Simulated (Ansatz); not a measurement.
The input, for Ansatz 0.2.0:

```yaml
crystal:
  periodic: [false, false, false]
  atoms:
    - {symbol: Al, position_ang: [0.000000, 0.000000, 0.695038]}
    - {symbol: C, position_ang: [0.000000, 0.000000, -1.252764]}
    - {symbol: H, position_ang: [0.000000, 0.916303, -1.838714]}
    - {symbol: H, position_ang: [0.000000, -0.916304, -1.838714]}
basis:
  gaussian: {orbitals: 6-31G}
magnetization: {spin_polarized: false, initial_magnetization: 3}
correlation: {active_space: {window: {electrons: 7, orbitals: 5}, fixed_orbitals: true}}
```

```sh
$ ansatz run in.yaml --threads 1 --pin off --events-out ev --progress --plain --max-ram 2393MiB
```

Roughly how long does this take on 1 thread of Arm Neoverse V2, shared host, and how much host memory?

0.21 s wall and 0.15 GiB.

```
329 factors; integrals over basis functions are off by at most 2.7e-4 eV
mean field evaluation 1: about -7639.7898 eV, gradient 1.0e1 eV
mean field evaluation 2: about -7639.7907 eV, gradient 1.0e1 eV
mean field evaluation 4: about -7640.6865 eV, gradient 1.6e0 eV
mean field evaluation 8: about -7640.7333 eV, gradient 1.7e-3 eV
mean field evaluation 16: about -7640.2097 eV, gradient 3.0e-3 eV
mean field evaluation 32: about -7640.4563 eV, gradient 1.4e0 eV
mean field -7640.73327910 eV, -280.7917689318 hartree, gradient 1.8e-6 eV, S^2 3.750000; 6 other end points of the search recorded, 0 dependent functions left out
reference -7640.73327910 eV, -280.7917689318 hartree; 12, 9 occupied and 14, 17 virtual orbitals, 329 factors
state -7640.73457019 eV, -280.7918163784 hartree
Total energy: -7640.73457019 eV, -280.7918163784 hartree
```

Natural occupations: 1.9999 1.9999 1.0001 1.0001 1.0000.
